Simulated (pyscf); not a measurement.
PySCF, gas phase, ωB97X-D3(BJ)/def2-SVP geometries.

Q: Estimate by transition-state theory the rate constant of H₂N–Ta(Cl)(Cl)(Cl)–Cl + water (H₂O) → H₂N–Ta(OH)(Cl)(Cl)–Cl + hydrogen chloride (HCl) (singlet surface; Cl–Ta, H–O broken, O–Ta, Cl–H formed) at 900 K, with ωB97M-D3(BJ)/def2-TZVP energies (ideal gas, 1 atm, RRHO with modes under 100 cm⁻¹ raised to 100, one conformer, R ln 2 for chiral ones without a mode under 150 cm⁻¹; no tunnelling).

A: The electronic barrier is 11.5 kcal/mol and the thermal terms add +28.9, so ΔG‡ = 40.3 kcal/mol. With k_BT/h = 1.88e+13 s⁻¹ and RT = 1.788 kcal/mol, and a volume of 1.23e-19 cm³ per molecule at 1 atm, k = 3.7e-16 cm³ molecule⁻¹ s⁻¹. Wigner's tunnelling factor for 740i cm⁻¹ would be 1.06. A shift of 1 kcal/mol in the barrier changes k by a factor 1.7. On the reactant side the descent ends in an adduct with a O–Ta contact (not fully relaxed), 16.3 kcal/mol under the separated species and 27.2 kcal/mol under the saddle at ωB97X-D3(BJ)/def2-TZVP. On the product side the descent ends in a complex (not fully relaxed), 6.3 kcal/mol under the separated species and 13.3 kcal/mol under the saddle at ωB97X-D3(BJ)/def2-TZVP. What is counted as formed (O–Ta) is already present as a longer contact in the reactant adduct; forming that adduct is a step of its own. One saddle was located; it need not be the lowest between these sides. Elements past Kr carry the def2 core potentials, without spin-orbit coupling.
